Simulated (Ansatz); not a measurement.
Rutile SnO₂ was calculated with r²SCAN (plane waves, PAW; Ansatz, a first-principles code).

Settings: plane-wave cutoff 500 eV, 6×6×1 k mesh (along the axes of the cell as run), gaussian smearing 0.02 eV, scalar-relativistic PAW data made under PBE.

**Question.** What does this level give for the surface energy of the (101) face?

**Answer.** 
* **surface energy of the (101) face**: 1.74 J/m²

The slab of 36 atoms is relaxed and unreconstructed.

Spin–orbit coupling is not included.

Computed values are for the static lattice.

Cost on a shared machine: roughly 19 core-minutes.
